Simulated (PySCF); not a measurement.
Work out the structure from these simulated measurements.

Formula: CH; charge +1 and singlet state.

| Quantity | Value |
| --- | --- |
| Polarisability | 7.9 au [B3LYP/def2-SVPD] |
| Rotational structure | rotational constant B (linear): 412.796 GHz [PBE0-D3(BJ)/def2-SVP] |
| 13C NMR | chemical shifts (computed TMS as zero) by class: 1482.9 (1 C) ppm [GIAO HF/pcSseg-2] |
| Valence photoelectron | vertical ionisation energy: 24.03 eV [ΔSCF B3LYP/def2-SVPD] |
| XPS | C1s 312.4 eV [ΔSCF SCAN, pcX-2 on the ionised atom, pcseg-1 elsewhere, spin-free X2C] |
| 1H NMR | chemical shifts (computed TMS as zero) by class: -1.72 (1 H) ppm [GIAO HF/pcSseg-2] |
| Triplet | lowest triplet excitation (Tamm–Dancoff): 0.70 eV [TDA B3LYP/def2-SVPD] |
| UV, strongest line | among the 10 lowest singlet transitions: S4/S5 at 13.08 eV (95 nm, f = 0.358 summed over these states) [TDDFT B3LYP/def2-SVPD] |

The electronic properties come from PySCF, for the isolated species, density fitting. Levels stand in brackets. Isolated species at its PBE0-D3(BJ)/def2-SVP geometry, gas phase. NMR classes are plain means over equivalent atoms (diastereotopic ones count apart unless rotation or inversion swaps them), as if these changed places fast.

Problem. What is the compound? Reason from the data.

Solution. The one carbon: carbon bonded to H (1482.9 ppm). The one hydrogen (-1.72 ppm): hydrogen on carbon. The core levels belong to: C1s 312.4 eV, carbon bonded to H. The first electron is taken from the HOMO, whose largest Löwdin shares are 0.83 on the carbon bonded to H and 0.17 on the hydrogen on carbon. The optimised geometry has point group C∞v and is a linear rotor. Structure: methylidyne cation CH+, `[CH+]` [singlet].
